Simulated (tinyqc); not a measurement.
Inside a calculation. Method: UHF in the sto-6g basis, for LiH+, spin multiplicity 2. One step of it, computed by the program tinyqc.

Task: Iteration 3: building the Fock matrix. J_ij = sum D_kl (ij|kl) with D = D(alpha) + D(beta), K_ij = sum D_kl (ik|jl) for each spin; F = H + J - K(s); E = tr D H + tr D J / 2 - 0.5 sum_s tr D(s) K(s) + E_nn.

D(alpha) after iteration 2, order 1Li 1s, 1Li 2s, 1Li 2px, 1Li 2py, 1Li 2pz, 2H 1s:
```
[[0.590777, 0.083490, 0.119600, 0.021394, -0.024201, -0.117576],
 [0.083490, 0.128906, 0.131874, 0.047967, -0.120284, 0.017252],
 [0.119600, 0.131874, 0.157014, 0.039740, -0.081738, -0.120997],
 [0.021394, 0.047967, 0.039740, 0.023153, -0.069625, 0.060675],
 [-0.024201, -0.120284, -0.081738, -0.069625, 0.230495, -0.248600],
 [-0.117576, 0.017252, -0.120997, 0.060675, -0.248600, 0.909266]]
```

D(beta) after iteration 2, order 1Li 1s, 1Li 2s, 1Li 2px, 1Li 2py, 1Li 2pz, 2H 1s:
```
[[0.528380, 0.041243, 0.042810, 0.022920, -0.069100, 0.037885],
 [0.041243, 0.101649, 0.090452, 0.047613, -0.143098, 0.082260],
 [0.042810, 0.090452, 0.080570, 0.042416, -0.127482, 0.073261],
 [0.022920, 0.047613, 0.042416, 0.022330, -0.067114, 0.038567],
 [-0.069100, -0.143098, -0.127482, -0.067114, 0.201712, -0.115913],
 [0.037885, 0.082260, 0.073261, 0.038567, -0.115913, 0.066616]]
```

core Hamiltonian H = T + V (hartree), order 1Li 1s, 1Li 2s, 1Li 2px, 1Li 2py, 1Li 2pz, 2H 1s:
```
[[-4.617230, -0.978413, 0.000000, 0.000000, -0.004331, -0.008537],
 [-0.978413, -1.259575, 0.000000, 0.000000, -0.048840, -0.135223],
 [0.000000, 0.000000, -1.035988, 0.000000, 0.000000, 0.000000],
 [0.000000, 0.000000, 0.000000, -1.035988, 0.000000, 0.000000],
 [-0.004331, -0.048840, 0.000000, 0.000000, -1.066135, -0.205266],
 [-0.008537, -0.135223, 0.000000, 0.000000, -0.205266, -0.971521]]
```

Two-electron integrals (ij|kl) in chemists' order, unique and non-zero (hartree):
```
(11|11) 1.681247   (21|11) 0.242603   (21|21) 0.044507   (22|11) 0.397190
(22|21) 0.090279   (22|22) 0.290625   (31|31) 0.009437   (32|31) 0.014261
(32|32) 0.064236   (33|11) 0.397190   (33|21) 0.090279   (33|22) 0.290625
(33|33) 0.313125   (41|41) 0.009437   (42|41) 0.014261   (42|42) 0.064236
(43|43) 0.016875   (44|11) 0.397190   (44|21) 0.090279   (44|22) 0.290625
(44|33) 0.279374   (44|44) 0.313125   (51|51) 0.009437   (52|51) 0.014261
(52|52) 0.064236   (53|53) 0.016875   (54|54) 0.016875   (55|11) 0.397190
(55|21) 0.090279   (55|22) 0.290625   (55|33) 0.279374   (55|44) 0.279374
(55|55) 0.313125   (61|11) 0.001982   (61|21) 0.000361   (61|22) 0.000760
(61|33) 0.000749   (61|44) 0.000749   (61|51) 0.000049   (61|52) 0.000108
(61|55) 0.000783   (61|61) 3.27e-06   (62|11) 0.022906   (62|21) 0.005374
(62|22) 0.021365   (62|33) 0.020179   (62|44) 0.020179   (62|51) 0.000714
(62|52) 0.006402   (62|55) 0.023738   (62|61) 0.000054   (62|62) 0.004669
(63|31) 0.000186   (63|32) 0.001262   (63|53) 0.000620   (63|63) 0.000141
(64|41) 0.000186   (64|42) 0.001262   (64|54) 0.000620   (64|64) 0.000141
(65|11) 0.034426   (65|21) 0.008097   (65|22) 0.032624   (65|33) 0.030656
(65|44) 0.030656   (65|51) 0.001124   (65|52) 0.010163   (65|55) 0.036561
(65|61) 0.000083   (65|62) 0.007505   (65|65) 0.012087   (66|11) 0.166827
(66|21) 0.039328   (66|22) 0.165598   (66|33) 0.155977   (66|44) 0.155977
(66|51) 0.004331   (66|52) 0.048068   (66|55) 0.184839   (66|61) 0.000390
(66|62) 0.052127   (66|65) 0.085131   (66|66) 0.774999
```

nuclear repulsion = 0.50048286 hartree

Give: Coulomb J; exchange K(alpha); exchange K(beta); F(alpha); F(beta); total energy of this density.

Result:

Coulomb J (hartree), order 1Li 1s, 1Li 2s, 1Li 2px, 1Li 2py, 1Li 2pz, 2H 1s:
```
[[2.4597, 0.4015, 0.0094, 0.0036, -0.0057, 0.0033],
 [0.4015, 0.8839, 0.0331, 0.0138, 0.0043, 0.0907],
 [0.0094, 0.0331, 0.8757, 0.0028, -0.0071, 0.0003],
 [0.0036, 0.0138, 0.0028, 0.8692, -0.0045, 0.0001],
 [-0.0057, 0.0043, -0.0071, -0.0045, 0.9068, 0.1427],
 [0.0033, 0.0907, 0.0003, 0.0001, 0.1427, 1.0372]]
```

exchange K(alpha) (hartree), order 1Li 1s, 1Li 2s, 1Li 2px, 1Li 2py, 1Li 2pz, 2H 1s:
```
[[1.0429, 0.1949, 0.0623, 0.0138, -0.0267, -0.0175],
 [0.1949, 0.1057, 0.0567, 0.0206, -0.0472, 0.0330],
 [0.0623, 0.0567, 0.0695, 0.0118, -0.0280, -0.0185],
 [0.0138, 0.0206, 0.0118, 0.0298, -0.0187, 0.0083],
 [-0.0267, -0.0472, -0.0280, -0.0187, 0.0843, 0.0342],
 [-0.0175, 0.0330, -0.0185, 0.0083, 0.0342, 0.6657]]
```

exchange K(beta) (hartree), order 1Li 1s, 1Li 2s, 1Li 2px, 1Li 2py, 1Li 2pz, 2H 1s:
```
[[0.9159, 0.1612, 0.0269, 0.0143, -0.0413, 0.0082],
 [0.1612, 0.0828, 0.0381, 0.0201, -0.0579, 0.0112],
 [0.0269, 0.0381, 0.0418, 0.0126, -0.0355, 0.0094],
 [0.0143, 0.0201, 0.0126, 0.0245, -0.0187, 0.0050],
 [-0.0413, -0.0579, -0.0355, -0.0187, 0.0717, -0.0093],
 [0.0082, 0.0112, 0.0094, 0.0050, -0.0093, 0.0413]]
```

F(alpha) (hartree), order 1Li 1s, 1Li 2s, 1Li 2px, 1Li 2py, 1Li 2pz, 2H 1s:
```
[[-3.2004, -0.7718, -0.0529, -0.0102, 0.0167, 0.0122],
 [-0.7718, -0.4815, -0.0236, -0.0068, 0.0026, -0.0776],
 [-0.0529, -0.0236, -0.2298, -0.0090, 0.0209, 0.0189],
 [-0.0102, -0.0068, -0.0090, -0.1967, 0.0142, -0.0082],
 [0.0167, 0.0026, 0.0209, 0.0142, -0.2437, -0.0968],
 [0.0122, -0.0776, 0.0189, -0.0082, -0.0968, -0.6000]]
```

F(beta) (hartree), order 1Li 1s, 1Li 2s, 1Li 2px, 1Li 2py, 1Li 2pz, 2H 1s:
```
[[-3.0735, -0.7381, -0.0175, -0.0107, 0.0312, -0.0135],
 [-0.7381, -0.4585, -0.0051, -0.0063, 0.0133, -0.0557],
 [-0.0175, -0.0051, -0.2021, -0.0098, 0.0284, -0.0091],
 [-0.0107, -0.0063, -0.0098, -0.1914, 0.0142, -0.0048],
 [0.0312, 0.0133, 0.0284, 0.0142, -0.2310, -0.0533],
 [-0.0135, -0.0557, -0.0091, -0.0048, -0.0533, 0.0244]]
```

total energy of this density = -5.392565 hartree

This density is a damped mixture and is not idempotent.
